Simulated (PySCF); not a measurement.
C5H9F.
Numbering: `[CH3:1]/[CH:2]=[CH:3]\[C@H:4]([CH3:5])[F:6]` (hydrogens: H7, H8, H9 on C1; H10 on C2; H11 on C3; H12 on C4; H13, H14, H15 on C5)

The same species was optimised twice, with GFN2-xTB and with PBE0-D3(BJ)/def2-SVP (PySCF), and the same property calculations (PySCF, gas phase) were run on both structures.

```csv
coordinate,GFN2-xTB,PBE0-D3(BJ)/def2-SVP,change
C2=C3 (Å),1.323,1.337,+0.014
C4–C5 (Å),1.526,1.515,-0.011
C3–C4 (Å),1.500,1.496,-0.004
C1–C2 (Å),1.493,1.493,0.000
C4–F6 (Å),1.387,1.387,0.000
C1–C2–C3 (°),126.9,127.9,+1.0
C2–C3–C4 (°),126.2,127.1,+0.9
C3–C4–C5 (°),111.9,112.8,+0.9
C3–C4–F6 (°),108.6,108.2,-0.4
C5–C4–F6 (°),108.3,108.2,-0.1
C2–C3–C4–C5 (°),-85,-105,-20
```

Rotational constants: A = 6268, B = 2106, C = 1825 MHz (GFN2-xTB) against A = 6131, B = 2000, C = 1821 MHz (PBE0-D3(BJ)/def2-SVP). Point groups within 0.08 Å: C1 and C1. Atoms that the bonding makes alike are paired by their places after alignment.

On the GFN2-xTB structure: lowest singlet, TDDFT (eV) 7.04 [CAM-B3LYP/def2-SVPD]; isotropic polarisability (au) 62.6 [CAM-B3LYP/def2-SVPD]; HOMO (eV) -8.71 [CAM-B3LYP/def2-SVPD]; LUMO (eV) 1.20 [CAM-B3LYP/def2-SVPD]; dipole (D) 2.35 [CAM-B3LYP/def2-SVPD]; HOMO (eV) -7.34 [PBE0/pcSseg-1]; LUMO (eV) 0.33 [PBE0/pcSseg-1]; dipole (D) 2.24 [PBE0/pcSseg-1]; GIAO shielding of C1 (ppm) 170.0 [PBE0/pcSseg-1]; GIAO shielding of C2 (ppm) 55.3 [PBE0/pcSseg-1]; GIAO shielding of C3 (ppm) 44.9 [PBE0/pcSseg-1]; GIAO shielding of C4 (ppm) 96.5 [PBE0/pcSseg-1]; GIAO shielding of C5 (ppm) 162.1 [PBE0/pcSseg-1]; GIAO shielding of F6 (ppm) 381.4 [PBE0/pcSseg-1].

Task: What do these properties become on the PBE0-D3(BJ)/def2-SVP structure?

Result: 
```
                                    property                level  on GFN2-xTB  on PBE0-D3(BJ)/def2-SVP  change
                  lowest singlet, TDDFT (eV)  CAM-B3LYP/def2-SVPD         7.04                     7.09   +0.05
               isotropic polarisability (au)  CAM-B3LYP/def2-SVPD         62.6                     64.3    +1.7
                                   HOMO (eV)  CAM-B3LYP/def2-SVPD        -8.71                    -8.75   -0.04
                                   LUMO (eV)  CAM-B3LYP/def2-SVPD         1.20                     1.19   -0.01
                                  dipole (D)  CAM-B3LYP/def2-SVPD         2.35                     2.35    0.00
energy, GFN2-xTB geometry as zero (kcal/mol)  CAM-B3LYP/def2-SVPD          0.0                     -1.0    -1.0
                                   HOMO (eV)        PBE0/pcSseg-1        -7.34                    -7.39   -0.05
                                   LUMO (eV)        PBE0/pcSseg-1         0.33                     0.21   -0.12
                                  dipole (D)        PBE0/pcSseg-1         2.24                     2.25   +0.01
energy, GFN2-xTB geometry as zero (kcal/mol)        PBE0/pcSseg-1          0.0                     -0.7    -0.7
                  GIAO shielding of C1 (ppm)        PBE0/pcSseg-1        170.0                    168.7    -1.3
                  GIAO shielding of C2 (ppm)        PBE0/pcSseg-1         55.3                     50.9    -4.4
                  GIAO shielding of C3 (ppm)        PBE0/pcSseg-1         44.9                     43.9    -1.0
                  GIAO shielding of C4 (ppm)        PBE0/pcSseg-1         96.5                     99.8    +3.3
                  GIAO shielding of C5 (ppm)        PBE0/pcSseg-1        162.1                    160.5    -1.6
                  GIAO shielding of F6 (ppm)        PBE0/pcSseg-1        381.4                    375.4    -6.0
```

The heavy atoms differ by 0.185 Å rms after alignment. Among bonds between heavy atoms C2=C3 changes most (+0.014 Å). Changes are differences of the printed values. Neither structure is proved a minimum here.

Shape of the structure used: `[CH3:1]/[CH:2]=[CH:3]\[C@H:4]([CH3:5])[F:6]`: C2–C3–C4–C5 -105°.
